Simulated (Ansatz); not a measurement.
**C3H5NO: basis-set convergence**

One table from this session's results is given with a row withheld; the runs are named, their logs left out.

Program: Ansatz 0.2.0, Gaussian basis. Level of theory: one geometry, several basis sets. These are calculated values, not measurements.

Plan: PBE0-D4/def2-SVP; ωB97M-V/def2-SVP; PBE0-D4/def2-QZVPP; ωB97M-V/def2-QZVPP; the functionals' def2-TZVPP values are taken from earlier runs.

### Structure used throughout

The geometry comes from an earlier relaxation with PBE0-D4 in a triple-zeta def2 set; it is a stationary point, not always the lowest conformer.

SMILES `NC1(O)C=C1`, 10 atoms, charge 0, spin multiplicity 1.

Atoms are counted from 1 here; the program's logs count them from 0.

Bond lengths: N1–C2 1.437 Å, N1–H6 1.011 Å, N1–H7 1.014 Å, C2–O3 1.398 Å, C2–C4 1.471 Å, C2–C5 1.470 Å, O3–H8 0.964 Å, C4–C5 1.304 Å, C4–H9 1.080 Å, C5–H10 1.080 Å. Angles: C2–N1–H6 110.9°, C2–N1–H7 110.4°, H6–N1–H7 108.4°, N1–C2–O3 109.0°, N1–C2–C4 121.6°, N1–C2–C5 126.3°, O3–C2–C4 120.7°, O3–C2–C5 117.0°, C4–C2–C5 52.6°, C2–O3–H8 106.1°, C2–C4–C5 63.6°, C2–C4–H9 148.5°, C5–C4–H9 147.8°, C2–C5–C4 63.7°, C2–C5–H10 148.4°, C4–C5–H10 147.8°.

Coordinates:

```xyz
10
charge 0, multiplicity 1
N    -0.97481   -0.14975   -0.97177
C     0.05890   -0.24808    0.02096
O     0.43672   -1.58757    0.15195
C     0.10915    0.66216    1.17590
C     1.08226    0.76605    0.31440
H    -1.33323    0.79369   -1.02719
H    -0.61533   -0.40952   -1.88364
H    -0.37331   -2.10297    0.06965
H    -0.32363    0.98985    2.10916
H     2.01638    1.23494    0.04359
```

The first run:

The input, in.yaml:

```yaml
crystal:
  periodic: [false, false, false]
  atoms:
    - {symbol: N, position_ang: [-0.974815, -0.149750, -0.971771]}
    - {symbol: C, position_ang: [0.058898, -0.248080, 0.020960]}
    - {symbol: O, position_ang: [0.436722, -1.587566, 0.151952]}
    - {symbol: C, position_ang: [0.109150, 0.662155, 1.175896]}
    - {symbol: C, position_ang: [1.082259, 0.766047, 0.314399]}
    - {symbol: H, position_ang: [-1.333232, 0.793687, -1.027192]}
    - {symbol: H, position_ang: [-0.615326, -0.409516, -1.883640]}
    - {symbol: H, position_ang: [-0.373306, -2.102967, 0.069648]}
    - {symbol: H, position_ang: [-0.323632, 0.989848, 2.109160]}
    - {symbol: H, position_ang: [2.016382, 1.234939, 0.043588]}
basis:
  gaussian: {orbitals: def2-SVP}
hamiltonian: {xc: pbe0, dispersion: d4}
output: {orbitals: {seedname: orbitals}}
```

Run with:

```
> ansatz run in.yaml --threads 2 --pin off --events-out ev --progress --plain --max-ram 4352MiB
```

Among the steps run: PBE0-D4 in def2-SVP; ωB97M-V in def2-SVP; PBE0-D4 in def2-QZVPP; ωB97M-V in def2-QZVPP.

One of the session's tables, all rows but one given; the rest of the session is left out.

It belongs to the step «Density functionals: the series». 

| functional | basis | HOMO (eV) | LUMO (eV) |
| --- | --- | --- | --- |
| PBE0-D4 | def2-SVP | -6.42 | 0.25 |
| PBE0-D4 | def2-TZVPP | -6.63 | 0.01 |
| PBE0-D4 | def2-QZVPP | -6.69 | -0.09 |
| ωB97M-V | def2-SVP | -8.71 | 2.55 |
| ωB97M-V | def2-TZVPP | -8.94 | 2.16 |
| ωB97M-V | def2-QZVPP | ? | ? |

Estimate the missing values for ωB97M-V, def2-QZVPP.

**Answer.** HOMO (eV): -9.00; LUMO (eV): 1.84. In the column «HOMO (eV)» it is the lowest.
